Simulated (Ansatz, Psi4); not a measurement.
# Psi4 → Ansatz

Psi4 1.11 runs this on doublet SF3:

input.json:
```json
{
  "schema_name": "qcschema_input",
  "schema_version": 1,
  "molecule": {
    "schema_name": "qcschema_molecule",
    "schema_version": 2,
    "symbols": ["F", "S", "F", "F"],
    "geometry": [1.17733717, 0.36099438, 2.20674658, 0.81781677, -0.11066236, -0.57020596, -1.03069442, -2.26287145, -0.45088865, -0.96445952, 2.01253943, -1.18565197],
    "molecular_charge": 0,
    "molecular_multiplicity": 2,
    "fix_symmetry": "c1",
    "fix_com": true,
    "fix_orientation": true
  },
  "driver": "energy",
  "model": {
    "method": "pbe0",
    "basis": "6-311+G**"
  },
  "keywords": {
    "reference": "uks",
    "puream": true,
    "e_convergence": 1e-09,
    "d_convergence": 1e-08,
    "scf_type": "pk",
    "dft_radial_points": 99,
    "dft_spherical_points": 590,
    "maxiter": 100,
    "scf_properties": ["WIBERG_LOWDIN_INDICES", "DIPOLE", "QUADRUPOLE"]
  }
}
```

```bash
$ psi4 --qcschema input.json -n 1 --memory 2200MB
```

Geometry: relaxed at PBE0-D4/def2-TZVP. That shape belongs to the parent species and isn't relaxed for this state.

It gives a total energy of -697.196672 Eh.

Task: How is this level of theory, on these atoms, set up in Ansatz 0.2.0 as an input file of the program's own?

Result: This input was run:

run.yaml:
```yaml
crystal:
  periodic: [false, false, false]
  atoms:
    - {symbol: F, position_ang: [0.623020, 0.191030, 1.167760]}
    - {symbol: S, position_ang: [0.432770, -0.058560, -0.301740]}
    - {symbol: F, position_ang: [-0.545420, -1.197460, -0.238600]}
    - {symbol: F, position_ang: [-0.510370, 1.064990, -0.627420]}
basis:
  gaussian: {orbitals: 6-311+G_st__st_-spherical.json}
hamiltonian: {xc: {name: PBE0}}
accuracy: high
output: {orbitals: {seedname: orbitals}}
magnetization: {spin_polarized: true, initial_magnetization: 1}
```

```bash
$ ansatz run run.yaml --threads 1 --pin off --max-ram 3480MiB --events-out events.jsonl --progress --plain --runs-dir runs
```

(Basis files named in the input come from the Basis Set Exchange and aren't shown.)

Its energy is -697.196671 Eh, the same as the first but for the last digit, at most.
